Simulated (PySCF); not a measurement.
**Bonding in C3H8O**

Species: C₃H₈O.
SMILES with atom numbers: `[CH3:1][CH2:2][CH2:3][OH:4]` (hydrogens: H5, H6, H7 on C1; H8, H9 on C2; H10, H11 on C3; H12 on O4)

Cartesian coordinates in Å at the PBE0-D3(BJ)/def2-TZVP level; atoms count from 1:
```
atom  x, y, z in Å
C1    -1.472    0.165    0.342
C2    -0.217    0.095   -0.511
C3     0.999   -0.323    0.291
O4     2.168   -0.447   -0.489
H5    -1.708   -0.810    0.776
H6    -1.352    0.873    1.166
H7    -2.336    0.484   -0.245
H8    -0.352   -0.613   -1.335
H9    -0.025    1.074   -0.967
H10    1.153    0.380    1.124
H11    0.832   -1.309    0.733
H12    2.348    0.403   -0.898
```

Bond orders from the PBE0/pcSseg-2 density (PySCF). Isolated species at its PBE0-D3(BJ)/def2-TZVP geometry (one conformer only).

(1) How far do the computed orders between heavy atoms stray from the drawn ones?

(2) Set the Mayer orders of the bonds between heavy atoms beside their lengths.

(3) And the bonds to hydrogen?

(4) Sum the orders of all bonds at each heavy atom with more than one neighbour and set the sums beside the valence in the SMILES.

## Answers

(1) The largest departure is 0.070, at C3–O4 (drawn single, 0.930).

(2) 
```tsv
bond	drawn as	length (Å)	Mayer order
C1–C2	single	1.519	0.965
C2–C3	single	1.516	0.978
C3–O4	single	1.411	0.930
```

(3) C–H: 0.99 to 1.00 (7 bonds); H–O: 1.02 (1 bond).

(4) C1 3.963 (drawn 4), C2 3.937 (drawn 4), C3 3.896 (drawn 4), O4 1.947 (drawn 2). Orders between atoms that aren't bonded are not in these sums.

The Mayer order sums products of elements of PS (density times overlap matrix) between the two atoms' basis functions, so it depends on the basis set.

The run behind these numbers computed NMR shieldings as well. On Intel Xeon 6975P-C, 2 threads, shared host, this took 12 s wall, 29 s CPU and 1.5 GiB of memory at its peak.
